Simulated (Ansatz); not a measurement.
# BO (quartet): from Hartree-Fock to the top rungs at distance B1–O2 = 1.403 Å, 6-31G

Aim: climb from Hartree-Fock through coupled cluster and multireference methods for BO (quartet) at one geometry and basis, and see what each rung misses.

Method: 6-31G, core rule «outside noble gas», up to 2 orbitals frozen; program: Ansatz 0.2.0, Gaussian basis.

Plan: UHF; CCSD(T) on ROHF; CCSD(T) on UHF; BCCD(T) on ROHF; CISD; CCSDT(Q) on ROHF; CCSDT(Q) on UHF; CISDTQ; CCSDTQ on ROHF; CCSDTQ on UHF; CASSCF and MRCISD+Q, 5 electrons in 5 orbitals; CASSCF and NEVPT2, 5 electrons in 5 orbitals; CASSCF and MRCISD+Q, 9 electrons in 8 orbitals; CASSCF and MRCISD+Q(relaxed), 9 electrons in 8 orbitals; CASSCF and NEVPT2, 9 electrons in 8 orbitals; Full CI.

21 further runs of the same task are left out: 15 that didn't finish, 6 set aside as unsound or not needed.

## (1) What is computed

The geometry derives from a PBE0/def2-TZVP stationary point (not a proven minimum). One bond is set to the value named and the two fragments are kept rigid.

2 atoms, charge 0, spin multiplicity 4.

Atoms are counted from 1 here; the program's logs count them from 0.

Bond lengths: B1–O2 1.403 Å.

Coordinates:

```xyz
2
BO
B     0.0000    0.0000    0.0000
O     0.0000    0.0000    1.4032
```

## (2) UHF

Input file in.yaml:

```yaml
crystal:
  periodic: [false, false, false]
  atoms:
    - {symbol: B, position_ang: [0.000000, 0.000000, 0.000000]}
    - {symbol: O, position_ang: [0.000000, 0.000000, 1.403204]}
basis:
  gaussian: {orbitals: 6-31G}
magnetization: {spin_polarized: true, initial_magnetization: 3}
hamiltonian: {xc: hf}
output: {orbitals: {seedname: orbitals}}
```

Started as:

```bash
ansatz run in.yaml --threads 1 --pin off --events-out ev --progress --plain --max-ram 2393MiB
```

The runs that follow: CCSD(T) on ROHF; CCSD(T) on UHF; BCCD(T) on ROHF; CISD; CCSDT(Q) on ROHF; CCSDT(Q) on UHF; CISDTQ; CCSDTQ on ROHF; CCSDTQ on UHF; CASSCF and MRCISD+Q, 5 electrons in 5 orbitals; CASSCF and NEVPT2, 5 electrons in 5 orbitals; CASSCF and MRCISD+Q, 9 electrons in 8 orbitals; CASSCF and MRCISD+Q(relaxed), 9 electrons in 8 orbitals; CASSCF and NEVPT2, 9 electrons in 8 orbitals; Full CI.

Q: Predict the results of all the runs planned. Wanted: FCI below the RHF energy; RMP2 from FCI; UMP2 from FCI; RCCSD from FCI; RCCSD(T) from FCI; UCCSD(T) from FCI; RCCSDT(Q) from FCI; UCCSDT(Q) from FCI; NEVPT2 valence from FCI.

**Answer**, as computed:

| quantity | value |
| --- | --- |
| FCI below the RHF energy | -3.6925 eV |
| RMP2 from FCI | +831.1 meV |
| UMP2 from FCI | +820.5 meV |
| RCCSD from FCI | +392.7 meV |
| RCCSD(T) from FCI | +245.9 meV |
| UCCSD(T) from FCI | +244.6 meV |
| RCCSDT(Q) from FCI | -6.5 meV |
| UCCSDT(Q) from FCI | -9.6 meV |
| NEVPT2 valence from FCI | +437.8 meV |
| MRCISD+Q valence from FCI | +31.1 meV |
| MRCISD+Q(relaxed) valence from FCI | +3.2 meV |
| levels within 1 kcal/mol (43 meV) | RCCSDT, UCCSDT, CISDTQ, RCCSDT(Q), UCCSDT(Q), RCCSDTQ, UCCSDTQ, MRCISD+Q valence, MRCISD+Q(relaxed) valence |
| T1 diagnostic | 0.027 |
| effectively unpaired electrons | 3.39 |

RCCSD(T) lands +245.9 meV from the yardstick (6.7 % of the correlation energy). RCCSDT(Q), UCCSDT(Q) fall below full CI: unrestricted runs freeze a spin-polarised core, another one than full CI's, and coupled cluster isn't variational. The occupations show some static correlation. Of the multireference levels listed MRCISD+Q(relaxed) valence comes nearest in total energy (+3.2 meV), which doesn't show that its space is the better one. These misses are within one basis, not against nature; the frozen cores of restricted and unrestricted runs differ, which can shift their rows.
